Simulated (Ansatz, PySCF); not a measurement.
Gas-phase enthalpy of formation at 298 K, by the atomisation route, of CCl (CH3Cl) (SMILES; CH3Cl, chloromethane). Each molecule is optimised on its own at B3LYP-D3(BJ)/def2-TZVP (Ansatz, a program for electronic structure). Correlated levels leave the core frozen unless marked. Open shells are spin-unrestricted. No spin-orbit coupling. No relativistic terms. CBS(X,Y): correlation extrapolated as X^-3; Hartree-Fock from the larger set. Thermal terms are rigid-rotor harmonic-oscillator values from B3LYP-D3(BJ) frequencies (PySCF) at 298.15 K and 1 atm. 1 Eh = 627.5095 kcal/mol.

| species | count | E, CCSD(T)/CBS(def2-TZVPPD,def2-QZVPPD) (Ansatz) (Eh) | E, PBE/def2-TZVPD (Ansatz) (Eh) | measured ΔHf at 0 K (kcal/mol) | H(298) - H(0) of the element (kcal/mol) |
|---|---|---|---|---|---|
| CCl (CH3Cl) | 1 | -499.62661 | -499.89123 | - | - |
| C atom | 1 | -37.78954 | -37.79605 | 169.98 | 0.25 |
| Cl atom | 1 | -459.70778 | -459.95933 | 28.59 | 1.10 |
| H atom | 3 | -0.49998 | -0.49962 | 51.63 | 1.01 |

Molecule: zero-point energy 23.62, H(298) - H(0) 2.49 kcal/mol. The route leaves out scalar relativity and anharmonic zero-point terms, the atoms' spin-orbit terms, and in the frozen-core level the core correlation. Atomic data: G2/97 table in ASE.

### Question
Work out De, D0 and ΔHf at 0 and 298 K at both levels, and their errors against the measured value.

### Answer

The atoms' values sum to 353.46 (0 K) and 4.38 (thermal), in kcal/mol.
- CCSD(T)/CBS(def2-TZVPPD,def2-QZVPPD): De = 394.92; D0 = 394.92 - 23.62 = 371.30; ΔHf(0 K) = 353.46 - 371.30 = -17.84; ΔHf(298 K) = -17.84 + 2.49 - 4.38 = -19.73; error -0.0.
- PBE/def2-TZVPD: De = 399.72; D0 = 399.72 - 23.62 = 376.10; ΔHf(0 K) = 353.46 - 376.10 = -22.64; ΔHf(298 K) = -22.64 + 2.49 - 4.38 = -24.53; error -4.8.
Measured: -19.7 kcal/mol (Active Thermochemical Tables 1.112 (ions: stationary electron), as tabulated in the package chemicals).
